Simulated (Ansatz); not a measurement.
How far each method lies from full CI for HGaAl, quartet

Geometry: a point of a stretch scan, not a stationary point.

```xyz
3

Al    0.0000    0.0000    2.4136
Ga    0.0000    0.0000   -0.4274
H     0.0000    0.0000   -1.9861
```

Basis cc-pVDZ; Ansatz 0.2.0. Correlated methods freeze the noble-gas cores and the filled d shells of p-block atoms, which leaves 7 electrons in 31 orbitals. Prefix R: restricted or restricted open-shell reference; prefix U: unrestricted. Active spaces: pair = (5e, 5o) about the gap; valence = (7e, 9o) chosen from the atoms' valence shells. No spin–orbit coupling is included, and no scalar relativity.

Full CI is exact within this basis and frozen core; it isn't the basis-set limit. The frozen core follows each run's orbitals, which can shift R against U totals by a few meV for light atoms and by up to 0.1 eV past Ca.

HF rows: RHF is the determinant under the cluster runs. Coupled cluster chose its determinant by a search with trial CCSD, here up to 0.06 eV above the lowest Hartree–Fock solution of its kind, and MP2 stands on that determinant too.

* UHF ⟨S²⟩: 3.806
* ⟨S²⟩ of the determinant under UCCSD: 3.796
* T1 diagnostic (RCCSD): 0.0341
* largest doubles amplitude (RCCSD): 0.119

| level | E − E(RHF) (eV) |
| --- | --- |
| RMP2 | -2.7264 |
| RCCSD | -3.3751 |
| RCCSD(T) | -3.5679 |

Question: Estimate how far full CI in cc-pVDZ lies from RCCSD(T). The table doesn't fix it; the size of (T) and the diagnostics are the guide.

Answer: Full CI in cc-pVDZ lies 7.7 kJ/mol below RCCSD(T), which is 41 % of the (T) step (-18.6 kJ/mol). T1 is raised, and the rest is a large part of (T). The miss exceeds 1 kcal/mol.

The other levels:

| level | E − E(full CI) (kJ/mol) | share of correlation (%) | wall time |
| --- | --- | --- | --- |
| BCCD(T) | 7.8 | 97.79 | 14 s |
| RCCSDT | 2.4 | 99.33 | – |
| RCCSDT(Q) | 0.6 | 99.84 | 21 s |
| RCCSDTQ | 0.1 | 99.96 | 21 s (H100) |
| CASSCF (pair space) | 296.8 | 15.67 | – |
| NEVPT2 (pair space) | 98.0 | 72.14 | 4.7 s |
| MRCISD (pair space) | 37.5 | 89.36 | – |
| MRCISD+Q (pair space) | 8.2 | 97.68 | 4.5 s |
| CASSCF (valence space) | 165.2 | 53.05 | – |
| NEVPT2 (valence space) | 47.5 | 86.49 | 6.5 s |
| MRCISD (valence space) | 8.5 | 97.58 | – |
| MRCISD+Q (valence space) | -0.2 | 100.07 | 7 s |

The correlation energy at full CI, counted from RHF, is -3.647 eV. That run took 82 s on 2 threads of AMD EPYC 7R13 with a shared H100 80 GB, shared host over 19,779,697 determinants.

Run but not shown, since their state, orbitals or frozen core can't be matched to the reference's or they repeat it: UHF, UMP2, UCCSD, UCCSD(T), UCCSDT, UCCSDT(Q), UCCSDTQ.

Times hold each run's SCF and search for its determinant on a shared host, so for small cases they say little of a method's own cost; rows without a card ran on 1 thread of AMD EPYC 7R13. Some runs computed forces too.

The full-CI state has the irrep A2 of C2v, in the program's axes (one component, if the state is degenerate).

Natural occupations of full CI about the gap: 1.944 1.876 1.007 0.941 0.941 0.069 0.069 0.053 0.018 0.009; effectively unpaired electrons, Σ n²(2−n)², 3.10.
